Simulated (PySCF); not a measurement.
Potential energy curve for Li2, singlet.

- UHF/6-31G (PySCF)
- RHF/6-31G (PySCF)
- UKS-B3LYP = unrestricted B3LYP/6-31G run with PySCF 2.14.0
- RKS-B3LYP = restricted B3LYP/6-31G in PySCF
- UKS-PBE0 = PySCF 2.14.0 with unrestricted PBE0/6-31G
- RKS-PBE0 = restricted PBE0/6-31G (PySCF)
- UKS-BLYP = unrestricted BLYP/6-31G (PySCF)
- RKS-BLYP = restricted BLYP/6-31G in PySCF

Scanned distances (Å): 2.06, 2.18, 2.33, 2.49, 2.57, 2.68, 2.74, 2.81, 2.88, 3.04, 3.20, 3.42, 3.67, 4.13, 4.57, 4.96, 5.53, 6.01, 6.79, 7.42, 8.31.

Question: Where does the unrestricted solution first break spin symmetry (<S²> of 0.01 or more)?

Answer: UHF: already at 2.06 Å; UKS-B3LYP: between 3.67 and 4.13 Å; UKS-PBE0: between 3.04 and 3.20 Å; UKS-BLYP: between 3.67 and 4.13 Å.

| R / Å | <S²> UHF | E(RHF) − E(UHF) / kJ/mol | <S²> UKS-B3LYP | E(RKS-B3LYP) − E(UKS-B3LYP) / kJ/mol | <S²> UKS-PBE0 | E(RKS-PBE0) − E(UKS-PBE0) / kJ/mol | <S²> UKS-BLYP | E(RKS-BLYP) − E(UKS-BLYP) / kJ/mol |
|---|---|---|---|---|---|---|---|---|
| 2.06 | 0.44 | 8.5 | 0.00 | 0.0 | 0.00 | 0.0 | 0.00 | 0.0 |
| 2.18 | 0.39 | 6.1 | 0.00 | 0.0 | 0.00 | 0.0 | 0.00 | 0.0 |
| 2.33 | 0.32 | 3.9 | 0.00 | 0.0 | 0.00 | 0.0 | 0.00 | 0.0 |
| 2.49 | 0.19 | 1.2 | 0.00 | 0.0 | 0.00 | 0.0 | 0.00 | 0.0 |
| 2.57 | 0.23 | 1.8 | 0.00 | 0.0 | 0.00 | 0.0 | 0.00 | 0.0 |
| 2.68 | 0.29 | 2.9 | 0.00 | 0.0 | 0.00 | 0.0 | 0.00 | 0.0 |
| 2.74 | 0.33 | 3.7 | 0.00 | 0.0 | 0.00 | 0.0 | 0.00 | 0.0 |
| 2.81 | 0.36 | 4.7 | 0.00 | 0.0 | 0.00 | 0.0 | 0.00 | 0.0 |
| 2.88 | 0.40 | 6.0 | 0.00 | 0.0 | 0.00 | 0.0 | 0.00 | 0.0 |
| 3.04 | 0.49 | 9.6 | 0.00 | 0.0 | 0.00 | 0.0 | 0.00 | 0.0 |
| 3.20 | 0.57 | 14.1 | 0.00 | 0.0 | 0.02 | 0.0 | 0.00 | 0.0 |
| 3.42 | 0.66 | 21.9 | 0.00 | 0.0 | 0.16 | 0.7 | 0.00 | 0.0 |
| 3.67 | 0.75 | 32.6 | 0.00 | 0.0 | 0.32 | 2.8 | 0.00 | 0.0 |
| 4.13 | 0.86 | 55.3 | 0.46 | 3.5 | 0.58 | 9.9 | 0.22 | 0.5 |
| 4.57 | 0.93 | 78.5 | 0.71 | 11.1 | 0.76 | 19.6 | 0.58 | 4.1 |
| 4.96 | 0.96 | 98.6 | 0.84 | 19.5 | 0.86 | 29.4 | 0.77 | 9.1 |
| 5.53 | 0.98 | 125.7 | 0.94 | 31.8 | 0.95 | 44.1 | 0.91 | 17.3 |
| 6.01 | 0.99 | 145.7 | 0.97 | 41.1 | 0.98 | 55.4 | 0.96 | 23.6 |
| 6.79 | 1.00 | 172.8 | 0.99 | 52.7 | 1.00 | 70.3 | 0.99 | 31.3 |
| 7.42 | 1.00 | 190.2 | 1.00 | 59.3 | 1.00 | 78.8 | 1.00 | 35.3 |
| 8.31 | 1.00 | 208.9 | 1.00 | 65.4 | 1.00 | 86.5 | 1.00 | 38.7 |
